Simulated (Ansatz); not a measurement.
The input, for Ansatz 0.2.0:

```yaml
crystal:
  periodic: [false, false, false]
  atoms:
    - {symbol: Al, position_ang: [0.000000, 0.000000, 1.669700]}
    - {symbol: C, position_ang: [0.000000, 0.000000, -0.212900]}
    - {symbol: C, position_ang: [0.000000, 0.000000, -1.456800]}
basis:
  gaussian: {orbitals: "6-31G*"}
total_charge: 1
magnetization: {spin_polarized: false, initial_magnetization: 2}
correlation: {method: ccsd, electrons: outside_noble_gas}
scf: {omitted_lower_state_checks: [cluster_reference]}
output: {forces: true}
```

```sh
$ ansatz run in.yaml --threads 1 --pin off --events-out ev --progress --plain --max-ram 2393MiB
```

Output:

```
these checks for a lower state are left out or cut short: cluster_reference
453 factors; integrals over basis functions are off by at most 9.1e-4 eV
mean field evaluation 1: about -8626.0465 eV, gradient 3.5e1 eV
mean field evaluation 2: about -8626.1159 eV, gradient 3.5e1 eV
mean field evaluation 4: about -8630.0739 eV, gradient 1.3e1 eV
mean field evaluation 8: about -8630.9485 eV, gradient 2.9e-1 eV
mean field evaluation 16: about -8630.9605 eV, gradient 2.2e-6 eV
mean field evaluation 32: about -8628.7008 eV, gradient 1.5e-4 eV
mean field evaluation 64: about -8628.7007 eV, gradient 1.7e-1 eV
mean field -8630.96046724 eV, -317.1819468961 hartree, gradient 2.2e-6 eV, S^2 2.000000; 9 other end points of the search recorded, 0 dependent functions left out
7 core orbitals not correlated: weight in the atoms' cores, before any rotation towards them, 1.000 or more for the frozen orbitals, at most 0.000 for the correlated occupied ones
reference -8630.96046724 eV, -317.1819468961 hartree; 6, 4 occupied and 36, 38 virtual orbitals, 453 factors
second order -6.66721340 eV of doubles, -0.06617038 eV of singles
cycle   1  -6.69442353 eV  change    4.2e-2 eV  update   9.3e-2
cycle   2  -7.00899570 eV  change   -3.1e-1 eV  update   3.8e-2
cycle   3  -7.12778552 eV  change   -1.2e-1 eV  update   2.3e-2
cycle   4  -7.14329176 eV  change   -1.6e-2 eV  update   9.8e-3
cycle   5  -7.15402440 eV  change   -1.1e-2 eV  update   5.3e-3
cycle   6  -7.15550324 eV  change   -1.5e-3 eV  update   2.7e-3
cycle   7  -7.15723657 eV  change   -1.7e-3 eV  update   1.3e-3
cycle   8  -7.15795468 eV  change   -7.2e-4 eV  update   7.6e-4
cycle   9  -7.15781748 eV  change    1.4e-4 eV  update   3.4e-4
cycle  10  -7.15814547 eV  change   -3.3e-4 eV  update   1.4e-4
cycle  11  -7.15815842 eV  change   -1.3e-5 eV  update   5.8e-5
cycle  12  -7.15816395 eV  change   -5.5e-6 eV  update   2.9e-5
cycle  13  -7.15816007 eV  change    3.9e-6 eV  update   1.5e-5
cycle  14  -7.15815126 eV  change    8.8e-6 eV  update   6.5e-6
cycle  15  -7.15815545 eV  change   -4.2e-6 eV  update   3.3e-6
cycle  16  -7.15815684 eV  change   -1.4e-6 eV  update   1.8e-6
cycle  17  -7.15815630 eV  change    5.4e-7 eV  update   8.7e-7
cycle  18  -7.15815579 eV  change    5.1e-7 eV  update   4.4e-7
the calculation of the forces begins
Total energy: -8638.11862303 eV, -317.4450042692 hartree
Atom 0 at     0.000000     0.000000     1.669700 Å, force    -0.000000    -0.000000    -0.791486 eV/Å
Atom 1 at     0.000000     0.000000    -0.212900 Å, force     0.000000    -0.000000    -0.324129 eV/Å
Atom 2 at     0.000000     0.000000    -1.456800 Å, force     0.000000     0.000000     1.115614 eV/Å
Dipole moment:    -0.000000    -0.000000     0.960555 e Å
Checks for a lower state left out: cluster_reference
```

Forces (eV/Å):
```
Al   0.000  0.000 -0.791
C    0.000  0.000 -0.324
C    0.000  0.000  1.116
```

Ran on 1 thread of AMD EPYC, shared host: 6.5 s wall, 0.15 GiB peak host memory.
